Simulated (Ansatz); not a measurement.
A first try at harmonic frequencies at the relaxed geometry of C2H5NS2, SMILES NC=C(S)S, using the Python package of Ansatz (0.2.0).

The script reads `c2h5ns2.xyz`:
```text
10

N    -0.18860   -1.38740    1.04490
C     0.05540   -0.79030   -0.19860
C     0.10120    0.50810   -0.56970
S    -0.02420    1.79400    0.59660
S     0.47820    0.92670   -2.22140
H    -0.67070   -2.24610    0.95930
H    -0.75510   -0.71730    1.63120
H     0.28030   -1.54600   -0.94870
H     0.35430    1.14190    1.72140
H     0.45220    2.26520   -2.01200
```

`freq.py`
```python
"""Harmonic frequencies of C2H5NS2 at its relaxed geometry."""

import ansatz as az
from ase import Atoms
from ase.thermochemistry import IdealGasThermo
import numpy as np

BASIS_SET = "def2-SVP"
FUNCTIONAL = "pbe0"

geometry = az.Crystal.molecule_from_extxyz("c2h5ns2.xyz")

setup = geometry.calculation()
setup = setup.basis(gaussian=BASIS_SET)
setup = setup.functional(FUNCTIONAL)
symbols = [site.symbol for site in geometry.cartesian_sites]
start = np.array([site.position_ang for site in geometry.cartesian_sites], dtype=float)
r = setup.relax(force_tolerance=0.003, max_steps=30).run(threads=1).report
end = np.array(r["positions_ang"])

print("final positions (A) and the move of each atom")
for symbol, xyz, old in zip(symbols, end, start):
    print(f"{symbol:2s} {xyz[0]:10.5f} {xyz[1]:10.5f} {xyz[2]:10.5f}   {np.linalg.norm(xyz - old):7.4f}")

# frequencies need a stationary point, so they are taken at the relaxed geometry
minimum = az.Crystal.molecule()
for symbol, xyz in zip(symbols, end):
    minimum = minimum.atom(symbol, xyz.tolist())
vibrating = (
    minimum.calculation()
    .basis(gaussian=BASIS_SET)
    .functional(FUNCTIONAL)
    .phonons(temperatures=(100, 500, 100))
)
vib = vibrating.run(nproc=4, threads=1).report["vibrations"]
sums = vib["harmonic_sums"]
modes = [m["omega_inv_cm"] for m in sums["modes_at_gamma"] if m["rigid_motion"] == "no"]
for number, w in enumerate(modes, start=1):
    print(f"mode {number:2d} {w:9.1f} 1/cm {w / 8065.544 * 1000:8.2f} meV")
print("imaginary modes:", sum(w < 0 for w in modes), " zero-point energy:", round(sums["zero_point_energy_ev"], 4), "eV")
# rigid rotor and ideal gas, symmetry number taken as one
gas = IdealGasThermo(vib_energies=[w / 8065.544 for w in modes if w > 0], geometry="linear" if len(modes) == 3 * len(symbols) - 5 else "nonlinear",
                     atoms=Atoms(symbols, positions=end), symmetrynumber=1, spin=0.0)
print(f"H(298 K) - E = {gas.get_enthalpy(298.15, verbose=False):.4f} eV")
print(f"S(298 K, 1 bar) = {96485.33 * gas.get_entropy(298.15, 1e5, verbose=False):.1f} J/(mol K) with symmetry number 1")
```

```console
$ python freq.py
final positions (A) and the move of each atom
N    -0.26010   -1.44732    0.92780    0.1497
C    -0.06180   -0.80648   -0.24694    0.1278
C    -0.12048    0.53786   -0.45093    0.2532
S    -0.63135    1.59285    0.88445    0.7014
S     0.11244    1.18074   -2.07944    0.4674
H    -0.45725   -2.43711    0.92582    0.2884
H    -0.62915   -0.89281    1.69479    0.2252
H     0.19620   -1.44541   -1.09827    0.1989
H     0.59694    1.92834    1.35342    0.9015
H     1.33755    1.73815   -1.90770    1.0356
Traceback (most recent call last):
  File "freq.py", line 35, in <module>
    vib = vibrating.run(nproc=4, threads=1).report["vibrations"]
          ~~~~~~~~~~~~~^^^^^^^^^^^^^^^^^^^^
TypeError: Calculation.run() got an unexpected keyword argument 'nproc'
```

Why does it end like this?

The fault: run() has no such keyword. The cap on steps that the faulty run carried goes too. Mended:

```diff
--- before
+++ after
@@ -17,3 +17,3 @@
 start = np.array([site.position_ang for site in geometry.cartesian_sites], dtype=float)
-r = setup.relax(force_tolerance=0.003, max_steps=30).run(threads=1).report
+r = setup.relax(force_tolerance=0.003).run(threads=1).report
 end = np.array(r["positions_ang"])
@@ -34,3 +34,3 @@
 )
-vib = vibrating.run(nproc=4, threads=1).report["vibrations"]
+vib = vibrating.run(threads=1).report["vibrations"]
 sums = vib["harmonic_sums"]
```

With that change:

`python freq.py` gives:
```text
final positions (A) and the move of each atom
N    -0.26010   -1.44732    0.92780    0.1497
C    -0.06180   -0.80648   -0.24694    0.1278
C    -0.12048    0.53786   -0.45093    0.2532
S    -0.63135    1.59285    0.88445    0.7014
S     0.11244    1.18074   -2.07944    0.4674
H    -0.45725   -2.43711    0.92582    0.2884
H    -0.62915   -0.89281    1.69479    0.2252
H     0.19620   -1.44541   -1.09827    0.1989
H     0.59694    1.92834    1.35342    0.9015
H     1.33755    1.73815   -1.90770    1.0356
mode  1     154.3 1/cm    19.13 meV
mode  2     206.1 1/cm    25.55 meV
mode  3     242.0 1/cm    30.00 meV
mode  4     263.7 1/cm    32.69 meV
mode  5     307.7 1/cm    38.15 meV
mode  6     323.1 1/cm    40.06 meV
mode  7     422.0 1/cm    52.32 meV
mode  8     468.1 1/cm    58.04 meV
mode  9     600.2 1/cm    74.41 meV
mode 10     642.4 1/cm    79.64 meV
mode 11     883.5 1/cm   109.54 meV
mode 12     934.6 1/cm   115.88 meV
mode 13     965.1 1/cm   119.66 meV
mode 14     983.2 1/cm   121.90 meV
mode 15    1123.3 1/cm   139.28 meV
mode 16    1300.8 1/cm   161.28 meV
mode 17    1313.4 1/cm   162.84 meV
mode 18    1573.5 1/cm   195.08 meV
mode 19    1714.1 1/cm   212.53 meV
mode 20    2641.8 1/cm   327.54 meV
mode 21    2645.2 1/cm   327.97 meV
mode 22    3203.4 1/cm   397.18 meV
mode 23    3578.7 1/cm   443.70 meV
mode 24    3743.4 1/cm   464.12 meV
imaginary modes: 0  zero-point energy: 1.8742 eV
H(298 K) - E = 2.0866 eV
S(298 K, 1 bar) = 340.2 J/(mol K) with symmetry number 1
```

What to keep in mind:
- The frequencies are harmonic and unscaled, in a modest basis. The result belongs to the one conformer reached from this start, and soft torsions count as harmonic oscillators.
- The entropy takes a symmetry number of 1; a symmetric molecule's is lower by R ln(sigma).
- Wall time of the script: 5 min on 1 thread of Arm Neoverse V1, with other jobs on the host, peak memory 0.35 GiB.

(Lines on the test bed's own set-up are left out of the output.)
